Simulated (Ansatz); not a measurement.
H$_{2}$S, singlet along the distance S1-H3

Starting geometry (PBE0/def2-TZVP stationary point for this spin, not checked as a minimum):

```xyz
3

S     0.0000   -0.0550    0.0000
H     0.0000    0.8742   -0.9672
H     0.0000    0.8742    0.9672
```

From there H3 moves along the line of the two atoms named below, all else staying in place; atoms are numbered as listed. Energies are in kJ/mol, counted from the starting geometry at the same level. Kohn–Sham curves are unrestricted where that lies lower, except RKS.

Basis cc-pVDZ; Ansatz 0.2.0. Correlated methods freeze the noble-gas cores. R marks a restricted (for open shells ROHF) determinant.

Unrestricted Kohn–Sham rows aren't spin-pure: their determinants' ⟨S²⟩ exceeds S(S+1) by up to 1.00, so they mix in states of higher spin. A value is left out where its run failed or describes another state than the reference as far as symmetry and spin tell, or, spin-broken singlets apart, can't be checked.

In so small a basis the reference is far from its limit while semilocal and hybrid functionals are nearer theirs (RPA and double hybrids share part of the reference's basis error), so the functionals' errors here hold much of the reference's basis and frozen-core error, which can add to them or hide them.

Full CI isn't at hand for all of this; RCCSDTQ serves as the reference, and is uncertain by the last step of the cluster series or more.

```
distance S1-H3 (Å)  RCCSDTQ    PBE  r2SCAN   PBE0  B3LYP  BHLYP  CAM-B3LYP  wB97M-V  B2PLYP  RKS PBE0  RPA-PBE
             1.096    138.0  143.2   137.3  137.5  137.9  131.8      136.3    135.2   135.8     137.5    142.2
             1.183     50.9   55.0    50.9   50.9   51.6   47.3       50.4     49.8    49.9      50.9     53.7
             1.341      0.0    0.0     0.0    0.0    0.0    0.0        0.0      0.0     0.0       0.0      0.0
             1.460     12.1    8.4    11.6   12.0   10.6   14.5       12.1     12.3    12.5      12.0     10.2
             1.598     51.4   43.7    50.6   51.9   48.2   57.2       52.1     52.4    52.5      51.9     47.4
             1.808    128.4  117.7   129.9  133.4  125.6  142.7      134.0    134.6   133.3     133.4    123.0
             2.165    245.3  243.9   262.6  272.1  257.5  278.2      271.9    277.5   278.0     272.7    244.4
             2.471        –  324.4   325.8  336.8  327.6  332.7      334.3    350.1   337.5     370.1    328.8
             2.981        –  370.1   368.4  371.0  368.7  363.4      370.2    386.4   367.6     484.0    362.9
             3.650        –  383.0   382.1  380.1  380.7  372.5      380.9    394.7   375.7     567.1    361.6
             4.491        –  385.7   385.1  381.8  383.0  374.3      383.2    396.2   377.3     613.4    358.5
```
